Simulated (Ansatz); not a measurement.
A made-up structure of C$_{3}$H$_{7}$ (charge +1), closed shell:

C1  (-0.669, 0.731, -0.336)
C2  (0.187, -0.167, -0.456)
C3  (0.539, -0.614, 0.653)
H4  (-1.569, 0.043, -0.666)
H5  (-0.382, 1.376, -1.123)
H6  (-0.941, 1.228, 0.693)
H7  (0.611, -0.547, -1.490)
H8  (0.668, -1.637, 0.416)
H9  (-0.020, -0.362, 1.655)
H10  (1.575, -0.050, 0.654)
(Å)

It is relaxed with PBE-D4/def2-SVP and then PBE0-D4/def2-TZVP (Ansatz 0.2.0). Atoms count as bonded within 1.22 times the sum of their covalent radii (H–H: 0.88 Å). The end point is not checked to be a true minimum.

(1) Does its bonding change? (A judgement: the text doesn't fix the answer.)

Results:

(1) Computed: No: no bond forms or breaks.

Where it ends: The first stage lowers the energy by 3.78 eV in 10 steps. It ends as C₃H₇ ([CH3][CH][CH3]), total charge +1:
```xyz
10
angstrom
C -0.8137 0.8755 -0.4642
C 0.1728 -0.1557 -0.4225
C 0.6938 -0.7678 0.7574
H -1.7052 0.2972 -0.8144
H -0.6605 1.5880 -1.2811
H -1.0612 1.3311 0.4925
H 0.5643 -0.5082 -1.3799
H 0.9292 -1.8288 0.6269
H 0.1713 -0.5310 1.6821
H 1.7093 -0.3003 0.8032
```

Labels in which every atom is bracketed show which atoms are joined, not bond orders.

For scale, one of the runs: PBE0-D4/def2-TZVP relaxation, 135 basis functions, launched by `ansatz run in.yaml --threads 2 --pin off --events-out ev --progress --plain --max-ram 4352MiB`. The run took about 15 s on 2 CPU threads of an Arm Neoverse V2 (shared host).
